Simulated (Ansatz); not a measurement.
Input file:

```yaml
crystal:
  periodic: [false, false, false]
  atoms:
    - {symbol: As, position_ang: [0.000368, 0.000036, -0.066967]}
    - {symbol: H, position_ang: [2.565187, 0.028507, 1.673401]}
    - {symbol: H, position_ang: [-1.321717, 2.213856, 1.653232]}
    - {symbol: H, position_ang: [-1.270794, -2.245021, 1.651130]}
basis:
  gaussian: {orbitals: STO-3G}
magnetization: {spin_polarized: true, initial_magnetization: 0}
hamiltonian: {xc: {name: B3LYP}}
correlation: {method: bccd, electrons: outside_noble_gas}
```

```sh
$ ansatz run in.yaml --threads 1 --pin off --events-out ev --progress --plain --max-ram 2393MiB
```

The program prints:

```
203 factors; integrals over basis functions are off by at most 7.3e-6 eV
mean field evaluation 1: about -60158.0298 eV, gradient 3.1e1 eV
mean field evaluation 2: about -60158.0281 eV, gradient 3.1e1 eV
mean field evaluation 4: about -60145.0874 eV, gradient 1.6e1 eV
mean field evaluation 8: about -60184.1962 eV, gradient 5.1e-1 eV
mean field evaluation 16: about -60184.4923 eV, gradient 1.9e0 eV
mean field evaluation 32: about -60187.7416 eV, gradient 2.7e-2 eV
mean field evaluation 64: about -60186.5674 eV, gradient 3.9e0 eV
mean field evaluation 96: about -60187.3691 eV, gradient 2.0e-1 eV
mean field evaluation 128: about -60174.4226 eV, gradient 1.1e1 eV
mean field evaluation 160: about -60187.7416 eV, gradient 3.2e-2 eV
mean field -60188.52864749 eV, -2211.8876305452 hartree, gradient 1.1e-6 eV, S^2 2.796053; 10 other end points of the search recorded, 0 dependent functions left out
14 core orbitals not correlated: weight in the atoms' cores, before any rotation towards them, 1.000 or more for the frozen orbitals, at most 0.000 for the correlated occupied ones
reference -60154.90585783 eV, -2210.6520158154 hartree; 4, 4 occupied and 3, 3 virtual orbitals, 203 factors
second order -0.03070905 eV of doubles, -0.22719015 eV of singles
...
cycle 290  -0.41362868 eV  change   -7.9e-2 eV  update   3.1e-2
cycle 291  -0.42653085 eV  change   -1.3e-2 eV  update   9.2e-3
cycle 292  -0.45675568 eV  change   -3.0e-2 eV  update   7.5e-3
cycle 293  -0.58376675 eV  change   -1.3e-1 eV  update   8.9e-3
cycle 294  -0.51918908 eV  change    6.5e-2 eV  update   2.6e-2
cycle 295  -0.46741924 eV  change    5.2e-2 eV  update   1.7e-2
cycle 296  -0.41349877 eV  change    5.4e-2 eV  update   1.1e-2
cycle 297  -0.40819701 eV  change    5.3e-3 eV  update   9.9e-3
cycle 298  -0.40309920 eV  change    5.1e-3 eV  update   1.0e-2
cycle 299  -0.40319774 eV  change   -9.9e-5 eV  update   1.2e-2
Error: not converged in 300 cycles: update norm 1.075e-2, energy change -1.127e-3 eV, smallest ratio of the change in the update to the step in singles and doubles: 3.3e-5
```

The run gave no result to rely on (not converged).

Ran on 1 thread of Arm Neoverse V1, shared host: 4.7 s wall, 0.21 GiB peak host memory.
